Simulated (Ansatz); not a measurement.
Computed with Ansatz.

A structure relaxed at PBE0-D4/def2-TZVP, charge 0, multiplicity 1:

| atom | x (Å) | y (Å) | z (Å) |
| --- | --- | --- | --- |
| C1 | 0.769 | 0.803 | -0.811 |
| C2 | -0.655 | 0.350 | -1.158 |
| C3 | -1.070 | -0.528 | 0.000 |
| C4 | -0.085 | -1.553 | 0.475 |
| C5 | -0.164 | -0.223 | 1.161 |
| C6 | 0.812 | 0.845 | 0.721 |
| H7 | 1.025 | 1.763 | -1.264 |
| H8 | 1.495 | 0.078 | -1.187 |
| H9 | -0.704 | -0.157 | -2.126 |
| H10 | -1.327 | 1.213 | -1.209 |
| H11 | -2.125 | -0.723 | 0.155 |
| H12 | 0.779 | -1.781 | -0.139 |
| H13 | -0.484 | -2.406 | 1.010 |
| H14 | -0.550 | -0.192 | 2.173 |
| H15 | 0.464 | 1.817 | 1.086 |
| H16 | 1.823 | 0.695 | 1.112 |

**Question.** Give its formula and SMILES.

**Answer.** C6H10, `C1C[C@@H]2C[C@@H]2C1`.

**Question.** Point group (tolerance 0.08 Å, 0.16 Å for H)?

**Answer.** Cs.

**Question.** Summarise the bond lengths by kind.

**Answer.** 7 × C–C 1.499 to 1.534 Å; 10 × C–H 1.083 to 1.095 Å.
